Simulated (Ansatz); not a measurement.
**C2H4F2 (1,1-difluoroethane): a line through the functionals**

C2H4F2 has 8 atoms, charge 0, and is taken as a singlet. As SMILES, `CC(F)F`. Geometry: relaxed at PBE0-D4/def2-TZVP.

The HOMO–LUMO gap y, in eV, basis 6-311+G(d,p); a is the functional's share of exact exchange. Programs: Ansatz 0.2.0.

```
functional  program     a  y (eV)
    revPBE   Ansatz     0    7.70
    r2SCAN   Ansatz     0    9.03
     B3LYP   Ansatz   0.2    9.65
      PBE0   Ansatz  0.25       ?
   r2SCAN0   Ansatz  0.25   10.99
     BHLYP   Ansatz   0.5   12.25
```

Question: Fit y = c + s·a to the known rows and predict PBE0.

Answer: 
1. Means of the 5 rows: a = 0.1900, y = 9.924.
2. Σ(Δa)² = 0.172, Σ(Δa·Δy) = 1.3747, so the slope is 1.3747/0.172 = 7.9924.
3. Intercept: 9.924 − (7.9924) × 0.1900 = 8.405. The largest residual of the fit is 0.70.
4. PBE0: 8.405 + (7.9924) × 0.25 = 10.40 eV.

The run gave 10.17 eV, so the prediction is off by +0.23 eV, within the scatter of the fit. Exact exchange lowers occupied levels and raises empty ones. The rows mix families of semi-local functionals, which the line can't see.
